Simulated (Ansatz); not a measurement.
Species: CH₃S, charge 0, multiplicity 2. It need not be the lowest isomer of its formula. SMILES: S[CH2]
Geometry from a B3LYP-D3(BJ)/def2-TZVP (Ansatz, a quantum-chemistry and plane-wave program) optimisation:
```
C
H 1 1.0766
H 1 1.0777 2 121.19
S 1 1.7159 2 121.95 3 -180.00
H 4 1.3430 1 98.20 2 0.00
```
Charge 0, spin multiplicity 2.

Computed values are from Ansatz. Valence correlation only, unless marked. UHF or UKS for open shells. No spin-orbit coupling. Non-relativistic. CBS marks a two-point X^-3 extrapolation of the correlation energy; Hartree-Fock from the larger set. [CCSD(T)-MP2]/basis is that difference in the basis named.

```
Property                                                                                                    Result
---------------------  -------------------------------------------------------------------------------------------
atomisation energy De  372.1 kcal/mol at RI-MP2/CBS(aug-cc-pV(T+d)Z,aug-cc-pV(Q+d)Z)+[CCSD(T)-MP2]/aug-cc-pV(T+d)Z
total energy             -437.5615 Eh at RI-MP2/CBS(aug-cc-pV(T+d)Z,aug-cc-pV(Q+d)Z)+[CCSD(T)-MP2]/aug-cc-pV(T+d)Z
dipole moment                                                                    0.86 D at CCSD(T)/aug-cc-pV(D+d)Z
T1 diagnostic                                                                        0.020 at CCSD/aug-cc-pV(T+d)Z
```
